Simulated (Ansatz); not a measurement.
## Volume per atom of Se (model structure, started from the omega type, P6/mmm, No. 191, 3 atoms in the cell) at several levels of theory

No measured value is used here.

```
level (code)         value (Å³/atom)
-------------------  ---------------
PBE (Ansatz)                   20.85
PBEsol (Ansatz)                  [?]
PBE-D3(BJ) (Ansatz)            19.88
```

Problem. Complete the blanks.

Solution. 
- PBEsol (Ansatz, a program for electronic structure), value (Å³/atom): 19.66

Ansatz's density-functional and Hartree–Fock values are scalar-relativistic unless marked +SOC, with PAW data made under PBE.

A model structure was made by putting elements into a prototype or built by hand; it is no filed structure, need not be a known phase, and can be a saddle point held by its symmetry.
